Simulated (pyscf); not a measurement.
H₂N–AlH–NH₂ + methane (CH₄) → H₃C–Al(NH₂)–NH₂ + hydrogen (H₂), a four-centre exchange (singlet surface; Al–H, C–H broken, Al–C, H–H formed). Structures and frequencies: ωB97X-D3(BJ)/def2-SVP in PySCF. Energies in eV from the separated reactants.

Small-basis levels: PySCF, no dispersion term, spherical d functions. AM1 to PM7: differences of heats of formation from MOPAC, which are fitted to 298 K values and so differ in kind from electronic energies by zero-point and thermal terms. Cost: rough CPU time at the saddle relative to B3LYP/6-31G*, from one job on a shared machine.

| level | barrier | reaction energy | cost |
|---|---|---|---|
| HF/STO-3G | 3.91 | +0.15 | 0.03 |
| HF/3-21G | [?] | +0.32 | 0.04 |
| B3LYP/STO-3G | 2.93 | +0.04 | 0.5 |
| B3LYP/LANL2DZ | 2.38 | +0.35 | 0.7 |
| B3LYP/6-31G* | 2.15 | +0.44 | 1 |
| PBE/def2-SVP | 1.55 | +0.34 | 2 |
| PM6 | 2.05 | -2.17 | under 0.02 |
| ωB97M-D3(BJ)/def2-TZVP | [?] | +0.29 | – |

Q: Some entries are withheld; supply them.

A: 
- HF/3-21G, barrier: 2.74
- ωB97M-D3(BJ)/def2-TZVP, barrier: 1.87

Against the last row the barrier runs from -0.32 (PBE/def2-SVP) to +2.04 eV (HF/STO-3G). ωB97M-D3(BJ)/def2-TZVP has limits of its own. At the saddle there is also a short Al–H contact that neither side keeps. This is the saddle that the search found; another between the same sides may lie lower.
